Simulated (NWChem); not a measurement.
System: N₂H cation; SMILES [NH+]#N

The following NWChem deck was run.

```
start job
memory heap 200 mb stack 900 mb global 1100 mb
charge 1
geometry units angstroms noautosym nocenter noautoz
  N      0.000000     0.000000     0.657803
  N      0.000000     0.000000    -0.435023
  H      0.000000     0.000000    -1.479400
end
basis spherical
  N library pcj-1
  H library pcj-1
end
dft
  odft
  mult 1
  xc xpbe96 cpbe96
  iterations 150
end
property
  spinspin 3 1 2 1 3 2 3
end
task dft property
```

Structure relaxed at the PBE0/def2-SVP level.

Isotropic indirect couplings, all four terms, static geometry, non-relativistic.

Atoms are numbered as in the input.

### Question
What results follow from this input? (PBE/pcJ-1.) Quantities: J(14N atom 1, 14N atom 2) (Hz); J(14N atom 1, 1H atom 3) (Hz); J(14N atom 2, 1H atom 3) (Hz).

### Answer
| Item | Result |
|---|---|
| J(14N atom 1, 14N atom 2) (Hz) | -1.1 |
| J(14N atom 1, 1H atom 3) (Hz) | 1.2 |
| J(14N atom 2, 1H atom 3) (Hz) | 108.3 |
